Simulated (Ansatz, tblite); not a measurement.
# The cluster Ru₃−: rung by rung

An exercise on one series of results from a longer session: the logs are not shown, and one member is left open.

The runs use Ansatz 0.2.0, Gaussian basis; as each input shows.

Plan: GFN1-xTB, GFN2-xTB, PBE-D4/def2-TZVPD, r2SCAN-D4/def2-TZVPD, HSE06-D4/def2-TZVPD, B97M-V/def2-TZVPD, CAM-B3LYP-D4/def2-TZVPD, B3LYP-D4/def2-TZVPD, B2PLYP/def2-TZVPD, PBE-D4/def2-SVPD, PBE0-D4/def2-SVPD, CCSD(T)/def2-TZVPD, RPA/def2-TZVPD.

4 further runs of the same task are left out: 1 for a known fault of the program, 2 that didn't finish, 1 set aside as unsound or not needed. Runs told in other sessions of the task aren't counted.

### The structure

The geometry is that of the doublet, from an earlier relaxation (PBE-D4/def2-TZVPD). At that level it is the lowest of the isomers that a small search found.

3 atoms, charge -1, spin multiplicity 2.

Bond lengths: Ru1–Ru3 2.155 Å, Ru2–Ru3 2.130 Å. Angles: Ru1–Ru3–Ru2 157.8°.

Ru takes a core potential in the def2 sets. No spin-orbit coupling is included. The ion is computed in the gas phase, without counter-ions or solvent.

PBE0-D4/def2-TZVPD was run before; its log isn't repeated, and its numbers join the tables.

Set-up of the first run:

Tight binding, by tblite at 300 K electronic temperature and without a spin-polarisation term:

```python
tblite.interface.Calculator('GFN1-xTB', numbers, positions, charge=-1, uhf=1).singlepoint()
```

Tight binding, by tblite at 300 K electronic temperature and without a spin-polarisation term:

```python
tblite.interface.Calculator('GFN2-xTB', numbers, positions, charge=-1, uhf=1).singlepoint()
```

start.molden holds the orbitals of an earlier run on this state, given as this run's starting guess.

in.yaml reads:

```yaml
crystal:
  periodic: [false, false, false]
  atoms:
    - {symbol: Ru, position_ang: [-0.686616, 0.557153, -0.117587]}
    - {symbol: Ru, position_ang: [0.509719, -3.132006, -1.741887]}
    - {symbol: Ru, position_ang: [-0.419604, -1.300446, -1.176026]}
basis:
  gaussian: {orbitals: def2-TZVPD, initial_orbitals: start.molden}
total_charge: -1
magnetization: {spin_polarized: true, initial_magnetization: 1}
hamiltonian: {xc: pbe, dispersion: d4}
scf: {omitted_lower_state_checks: [starts]}
output: {orbitals: {seedname: orbitals}}
```

Started as:

```sh
$ ansatz run in.yaml --threads 4 --pin off --events-out ev --progress --plain --max-ram 3916MiB
```

Steps of the session up to this table: PBE-D4/def2-TZVPD; r2SCAN-D4/def2-TZVPD; HSE06-D4/def2-TZVPD; B97M-V/def2-TZVPD; CAM-B3LYP-D4/def2-TZVPD; B3LYP-D4/def2-TZVPD; B2PLYP/def2-TZVPD; PBE-D4/def2-SVPD; PBE0-D4/def2-SVPD; CCSD(T)/def2-TZVPD; RPA/def2-TZVPD.

One of the session's tables, all rows but one given; the rest of the session is left out.

It belongs to the step «Levels side by side». 

```
                  level  HOMO (eV)  LUMO (eV)  gap (eV)
       PBE-D4/def2-SVPD       0.10       0.53      0.44
      PBE-D4/def2-TZVPD       0.11       0.54      0.43
   r2SCAN-D4/def2-TZVPD       0.00       1.01      1.01
      B97M-V/def2-TZVPD       0.08       0.95      0.87
    B3LYP-D4/def2-TZVPD          ?          ?         ?
      PBE0-D4/def2-SVPD      -0.44       2.00      2.44
     PBE0-D4/def2-TZVPD      -0.43       2.02      2.45
    HSE06-D4/def2-TZVPD      -0.09       1.64      1.73
CAM-B3LYP-D4/def2-TZVPD      -1.28       2.81      4.09
```

**Question.** Estimate the row for B3LYP-D4/def2-TZVPD.

**Answer.** HOMO (eV): -0.36; LUMO (eV): 1.52; gap (eV): 1.87. In the column «HOMO (eV)» it lies between PBE0-D4/def2-TZVPD (-0.43) and HSE06-D4/def2-TZVPD (-0.09).

Limits of these values: Doubts: state flagged by the program, large T1 diagnostic, spin contamination. Notes on CCSD(T)/def2-TZVPD: large T1 diagnostic, spin contamination, state flagged by the program.
